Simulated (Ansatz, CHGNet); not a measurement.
Equilibrium lattice constant a of cubic perovskite BaTiO₃ (cubic high-temperature phase) at several levels of theory

No measured value is used here.

```tsv
level (code)	value (Å)
CHGNet-r²SCAN (CHGNet)	4.009
LDA (Ansatz)	3.935
PBE (Ansatz)	[?]
PBE-D3(BJ) (Ansatz)	3.992
r²SCAN (Ansatz)	3.994
HSE06 (Ansatz)	[?]
```

Problem. What belongs in the gaps?

Solution. 
- PBE (Ansatz, a first-principles code), value (Å): 4.019
- HSE06 (Ansatz), value (Å): 3.977

CHGNet-r²SCAN, LDA, PBE, PBE-D3(BJ), r²SCAN, HSE06: the relaxation could not lower the start's symmetry, so the cell can be a saddle point above a distorted one. Cutoffs and k meshes differ between the levels. Ansatz's density-functional and Hartree–Fock values are scalar-relativistic unless marked +SOC, with PAW data made under PBE.

Machine-learned potentials (CHGNet-r²SCAN) are trained on DFT data, which may include these solids.
